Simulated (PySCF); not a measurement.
CH3Cl.

```xyz
5

C      0.0000     0.0000    -1.1338
Cl     0.0000     0.0000     0.6606
H      0.8925     0.5153    -1.4756
H      0.0000    -1.0306    -1.4756
H     -0.8925     0.5153    -1.4756
```

Coordinates come from a B3LYP-D3(BJ)/def2-TZVP optimisation.

Level of theory: B3LYP/pcSseg-2 in PySCF. Non-relativistic, no solvent.

Question: Give the absolute GIAO shielding of each atom: isotropic value and principal components (ppm). (The exact figures need the calculation; the answer reports its results.)

Answer: 
```json
[
 {"atom": "C1", "σ(iso)": "148.0", "σ11": "128.9", "σ22": "128.9", "σ33": "186.2", "span": "57.2"},
 {"atom": "Cl2", "σ(iso)": "907.9", "σ11": "810.4", "σ22": "810.4", "σ33": "1102.9", "span": "292.5"},
 {"atom": "H3", "σ(iso)": "28.6", "σ11": "23.3", "σ22": "26.5", "σ33": "35.8", "span": "12.5"},
 {"atom": "H4", "σ(iso)": "28.6", "σ11": "23.3", "σ22": "26.5", "σ33": "35.8", "span": "12.5"},
 {"atom": "H5", "σ(iso)": "28.6", "σ11": "23.3", "σ22": "26.5", "σ33": "35.8", "span": "12.5"}
]
```
